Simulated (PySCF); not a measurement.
Compound: 3-chlorofuran, C4H3ClO.
Atom-mapped SMILES: `[Cl:1][c:2]1[cH:3][cH:4][o:5][cH:6]1` (hydrogens: H7 on C3; H8 on C4; H9 on C6)

The closed-shell ground state was solved at several levels (PySCF, density fitting, gas phase, non-relativistic). Isolated species at its PBE0-D3(BJ)/def2-SVP geometry, gas phase.

```csv
level,basis functions,HOMO (eV),LUMO (eV),gap (eV),dipole (D)
B3LYP/def2-SVPD,154,-6.72,-0.46,6.26,1.15
PBE0/pcSseg-1,124,-6.91,-0.07,6.84,1.20
```

What might KT3/pcSseg-2 (265 basis functions) give for the same quantities?

HOMO -5.78 eV, LUMO -1.08 eV, gap 4.70 eV, dipole 1.14 D.

Over all these levels, which gives the widest orbital gap and which the narrowest?

PBE0/pcSseg-1 (global hybrid, 25 % exact exchange) has the widest, 6.84 eV, and KT3/pcSseg-2 (GGA) the narrowest, 4.70 eV. Functional and basis both differ between the two, so the spread mixes both effects.

How far do the dipole and the HOMO energy spread over the levels?

The dipole runs from 1.14 to 1.20 D (mean 1.16 D) and the HOMO from -6.91 to -5.78 eV.
